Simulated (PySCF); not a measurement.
CH₃O (charge -1).
Atom-mapped SMILES: `[CH3:1][O-:2]` (hydrogens: H3, H4, H5 on C1)

Method: PySCF 2.14.0, PBE0-D3(BJ)/def2-SVP geometry optimisation, gas phase; density fitting, grid level 1; the optimiser is geomeTRIC in internal coordinates, started from a GFN2-xTB structure with every atom displaced at random (about 0.03 Å).

Step 0: E = -3125.1343 eV
```
atom  x, y, z in Å  |  force x, y, z in eV/Å
C1      0.1070   -0.0811    0.0014   -4.410   2.335  -0.827
O2      1.3029   -0.1935   -0.1552    5.198  -1.568   0.028
H3     -0.4284   -0.1465    1.0342    0.118  -0.286   0.399
H4     -0.2521    1.0475   -0.3146   -0.865  -0.471   0.223
H5     -0.6373   -0.7312   -0.6622   -0.040  -0.010   0.178
```

Step 1: E = -3125.3572 eV
```
atom  x, y, z in Å  |  force x, y, z in eV/Å
C1      0.1214   -0.0082   -0.0408   -1.855  -0.673   0.551
O2      1.3536   -0.2921   -0.1043    1.150   0.490  -0.425
H3     -0.3902   -0.1651    1.0074   -0.093   0.337   0.051
H4     -0.3645    1.0698   -0.3206    0.725  -0.497   0.010
H5     -0.6283   -0.7092   -0.6382    0.073   0.343  -0.187
```

Step 2: E = -3125.4433 eV
```
atom  x, y, z in Å  |  force x, y, z in eV/Å
C1      0.1078   -0.0360   -0.0246   -0.695   0.081   0.020
O2      1.3665   -0.2581   -0.1231    0.179   0.061  -0.053
H3     -0.4066   -0.1450    1.0315    0.091  -0.014  -0.119
H4     -0.3347    1.0270   -0.3182    0.267  -0.143   0.050
H5     -0.6409   -0.6926   -0.6621    0.157   0.015   0.102
```

Problem. Estimate the geometry and energy of step 3. (The exact step hangs on the optimiser's Hessian estimate; all steps are aligned on step 2, rigid shifts and turns removed.)

Solution. E = -3125.4504 eV, largest force 0.228 eV/Å
```
atom  x, y, z in Å  |  force x, y, z in eV/Å
C1      0.0973   -0.0364   -0.0254   -0.203   0.103   0.010
O2      1.3614   -0.2480   -0.1267    0.143  -0.053  -0.019
H3     -0.4090   -0.1467    1.0281    0.012  -0.023  -0.013
H4     -0.3177    1.0239   -0.3151    0.010  -0.018   0.002
H5     -0.6399   -0.6976   -0.6574    0.037  -0.010   0.021
```

The energy changes by -0.0071 eV. The first-order estimate −F·Δx gives -0.0131 eV and the mean of the old and new forces, exact on a quadratic surface, -0.0072 eV. The step makes an angle of 51° with the force vector and moves no atom by more than 0.018 Å.

The cost below is that of the whole optimisation. On one thread of an Arm Neoverse V1, no GPU, on a shared host, this took 2.4 s of wall time and 0.28 GiB of memory at its peak.
